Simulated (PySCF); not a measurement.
C4H5N, SMILES c1cc[nH]c1. Geometry: B3LYP-D3(BJ)/def2-SVP.

These are PySCF with B3LYP-D3(BJ)/def2-SVP values and carry that method's errors.

Harmonic wavenumbers (cm⁻¹): 518, 632, 646, 699, 731, 850, 877, 897, 901, 1028, 1059, 1088, 1154, 1187, 1303, 1434, 1470, 1510, 1584, 3234, 3245, 3260, 3265, 3667. Rotational constants (GHz): 9.113, 8.961, 4.518; symmetry number 2.

### Question
Work out the zero-point energy and the ideal-gas rigid-rotor harmonic-oscillator thermochemistry at 298.15 K and 1 atm.

### Answer
ZPE = ½ Σ hcν = ½ × 36241 cm⁻¹ = 216.77 kJ/mol. H − E(el) = 229.56 kJ/mol. Entropy in J/(mol K): translation 161.20, rotation 95.83, vibration 12.40, total 269.43. G − E(el) = 149.23 kJ/mol. Cp = 69.56 J/(mol K).
